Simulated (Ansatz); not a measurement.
Basis-set extrapolation for `FC1C=NC1` (PBE0-D4/def2-TZVP geometry, frozen core, Ansatz 0.2.0). Multiplicity 1, RHF reference.

```json
{"": "HF", "def2-TZVPP": "-269.859335", "def2-QZVPP": "-269.871201"}
{"": "MP2 correlation", "def2-TZVPP": "-0.926437", "def2-QZVPP": "-0.995165"}
{"": "CCSD(T) correlation", "def2-TZVPP": "-0.990555", "def2-QZVPP": "not run"}
```

Energies in hartree. Use E(X) = E(∞) + A·exp(−7.88·√X) for Hartree–Fock and E(X) = E(∞) + B·X^(−2.97) for correlation, with X = 3 and 4, and add CCSD(T) minus MP2 of the smaller set to the MP2 limit.

Task: What is the CCSD(T) energy at the basis-set limit?

Result: HF limit: -269.871201 + (-0.011866) × 0.13774 = -269.87284. MP2 limit: -0.995165 + (-0.068728) × 0.74074 = -1.04607. Higher-order term: -0.990555 − (-0.926437) = -0.06412. Total: -270.98303 hartree, 3.62 eV below CCSD(T)/def2-TZVPP.
